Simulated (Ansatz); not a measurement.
# fcc Cd (model structure)

Method: r²SCAN-D4 (PAW; Ansatz, a quantum-chemistry and plane-wave program).

Settings: plane-wave cutoff 500 eV, 28×28×28 k mesh, Fermi–Dirac smearing 0.1 eV, scalar-relativistic PAW data made under PBE.

Cell (relaxed at this level):

```
CELL_PARAMETERS angstrom
      0.00000     2.20164     2.20164
      2.20164     0.00000     2.20164
      2.20164     2.20164     0.00000
ATOMIC_POSITIONS crystal
  Cd 0.00000 0.00000 0.00000
```

```json
{
 "band_gap": "none"
}
```

Note: the relaxation could raise the start's symmetry but not lower it, so the cell can be a saddle point.

Spin–orbit coupling is not included.

The computed numbers hold no vibrational or temperature effects.

A model structure was made by putting elements into a prototype or built by hand; it is no filed structure, need not be a known phase, and can be a saddle point held by its symmetry.
